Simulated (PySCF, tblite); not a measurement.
Potential energy curve for HF, singlet.

GFN2-xTB, 300 K electronic temperature (tblite); UCCSD(T) = CCSD(T) on UHF/cc-pVTZ, 1 core orbital frozen (PySCF).

Energies relative to the lowest point of each curve near equilibrium, in kJ/mol; the last columns give the difference from UCCSD(T):

| R / Å | GFN2-xTB | UCCSD(T) | GFN2-xTB − UCCSD(T) |
|---|---|---|---|
| 0.74 | 171.9 | 148.7 | 23.1 |
| 0.79 | 78.2 | 66.6 | 11.6 |
| 0.84 | 27.4 | 21.4 | 6.0 |
| 0.87 | 11.1 | 7.4 | 3.7 |
| 0.89 | 4.6 | 2.3 | 2.2 |
| 0.92 | 0.0 | 0.0 | 0.0 |
| 0.96 | 1.3 | 4.9 | -3.6 |
| 0.97 | 2.6 | 7.3 | -4.6 |
| 1.02 | 13.8 | 24.6 | -10.8 |
| 1.07 | 30.0 | 48.8 | -18.8 |
| 1.14 | 57.0 | 89.6 | -32.6 |
| 1.25 | 103.0 | 160.8 | -57.8 |
| 1.38 | 158.0 | 247.3 | -89.3 |
| 1.50 | 206.9 | 320.9 | -114.0 |
| 1.65 | 262.7 | 399.3 | -136.6 |
| 1.86 | 328.0 | 485.1 | -157.1 |
| 2.03 | 369.6 | 530.3 | -160.7 |
| 2.28 | 414.9 | 559.4 | -144.4 |
| 2.46 | 438.1 | 566.6 | -128.5 |
| 2.77 | — | 570.9 | — |
| 3.24 | — | 572.3 | — |
| 3.64 | — | 572.6 | — |

GFN2-xTB is furthest from UCCSD(T) at 2.03 (-160.7 kJ/mol, below); its mean absolute difference over the points is 58.2 kJ/mol.

A dash means that the run gave no value there, or that the column was ended at a point which the program doubted or which failed a test of continuity chosen for this set; such a test can also cut sound points.

The unrestricted determinant behind UCCSD(T) is spin-contaminated at 1.38 to 3.64 Å (<S²> up to 1.0, against 0.00 for a pure singlet).
